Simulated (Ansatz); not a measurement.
## Zinc-blende HgTe

These are PBEsol+SOC in Ansatz (plane waves, PAW) values and carry that method's errors.

Settings: plane-wave cutoff 520 eV, 20×20×20 k mesh, Fermi–Dirac smearing 0.05 eV, perturbation theory, PAW data made under PBE.

Cell (relaxed at this level):

```cif
data_Hg4Te4
_chemical_formula_sum 'Hg4 Te4'
_space_group_name_H-M_alt 'F-43m'
_space_group_IT_number 216
_space_group_name_Hall 'F -4 2 3'
_cell_length_a 6.48833
_cell_length_b 6.48833
_cell_length_c 6.48833
_cell_angle_alpha 90.000
_cell_angle_beta 90.000
_cell_angle_gamma 90.000
loop_
_atom_site_label
_atom_site_type_symbol
_atom_site_symmetry_multiplicity
_atom_site_Wyckoff_symbol
_atom_site_fract_x
_atom_site_fract_y
_atom_site_fract_z
_atom_site_occupancy
Hg1 Hg 4 a 0.00000 0.00000 0.00000 1
Te1 Te 4 c 0.25000 0.25000 0.25000 1
```
(The calculation used a cell of 2 atoms; values per cell refer to that cell.)

For zinc-blende HgTe, the zone-centre TO phonon frequency is 111 cm⁻¹.

Measured, for comparison: zone-centre TO phonon frequency 116 cm⁻¹ (temperature not stated, not corrected to a static lattice, Raman; as tabulated in Cardona et al. (2009), arXiv:0908.2634). Computed (rounded) less measured: zone-centre TO phonon frequency -4 %.

Note: the solid has no gap at this level, which affects its response.

Ansatz is an electronic-structure program.
